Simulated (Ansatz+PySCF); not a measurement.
The numbers below are computed, except where a source is named.
Input for Ansatz (development build ahead of 0.2.0):

```yaml
crystal:
  periodic: [false, false, false]
  atoms:
    - { symbol: C, position_ang: [-0.0144, -0.04665, -0.62951] }
    - { symbol: F, position_ang: [-0.02959, -0.02568, 0.77575] }
    - { symbol: H, position_ang: [0.02433, -1.07497, -0.97681] }
    - { symbol: H, position_ang: [-0.92433, 0.51986, -1.03858] }
    - { symbol: H, position_ang: [0.90441, 0.46873, -1.001] }
basis:
  gaussian: { orbitals: def2-SVP }
hamiltonian:
  xc: pbe
scf:
  omitted_lower_state_checks: [starts, atomic_configurations, cluster_reference, orbital_swaps, given_window_search, neighbouring_geometries, increment]
output:
  forces: true
```

The input is written out in the form of the current development build from the run's settings.

Results

* Converged: yes
* Total energy: -139.47130 hartree
* Spin squared of the determinant: 0.000
* Stability test: minimum among restricted orbitals

Forces (eV/Å):
| atom | Fx | Fy | Fz |
| --- | --- | --- | --- |
| C1 | -0.367 | 1.446 | 0.771 |
| F2 | -0.032 | -0.003 | -0.896 |
| H3 | -0.221 | -0.773 | -0.308 |
| H4 | 0.740 | -0.672 | 0.342 |
| H5 | -0.120 | 0.002 | 0.090 |
